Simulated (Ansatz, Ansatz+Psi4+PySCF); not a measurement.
```
atom    x (Å)    y (Å)    z (Å)
  Ti  -0.0003   0.0022  -0.4138
   O   0.0016  -0.0098   1.1659
```

Basis set: cc-pVTZ (spherical functions). Left uncorrelated: 6 orbitals. Charge 0, multiplicity 3.

Computed with Ansatz (development build ahead of 0.2.0); each method stands on the lowest determinant of its kind that the runs found.

The atomization energy at this shape (free ground-state atoms in the same class of orbitals less the molecule, no zero-point energy) of triplet TiO:

```csv
method,atomization energy
UHF,2.56 eV
```

Question: What does UHF-MP2 give?

Answer: 7.40 eV.
